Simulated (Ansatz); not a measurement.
`C=C(F)CS` + CH₃NH₂ → `CNCS` + `C=CF`  (substitution at a C–C bond)

Isolated molecules relaxed with PBE0-D4/def2-TZVP in Ansatz; ΔE leaves out vibrations. CBS: MP2 limit from def2 TZ/QZ plus the TZ coupled-cluster correction, frozen cores. DFT in def2-TZVPP. HSE06 is defined as in plane-wave codes. Each species was taken in one conformer, which may not be the lowest.

| species | HSE06 energy (Eh) |
| --- | --- |
| `C=C(F)CS` | -615.04057 |
| CH₃NH₂ | -95.77428 |
| `CNCS` | -533.10021 |
| `C=CF` | -177.69825 |

Q: Work out ΔE.

A: ΔE = (-533.10021) + (-177.69825) − (-615.04057) − (-95.77428) = 0.01639 Eh = +10.3 kcal/mol. CCSD(T)/CBS gives +10.3 kcal/mol.

Largest T1 diagnostic among the species: 0.012.

In def2-TZVPP, CCSD(T) changes the Hartree–Fock value by +0.7 kcal/mol (the triples alone add +0.1 kcal/mol) and MP2 by +1.4 kcal/mol. Leaving LDA and LC-ωPBE aside and taking each functional with its dispersion term where it has one, the values, not all of them listed here, spread over 1.3 kcal/mol, from BLYP-D4 to B97M-V.
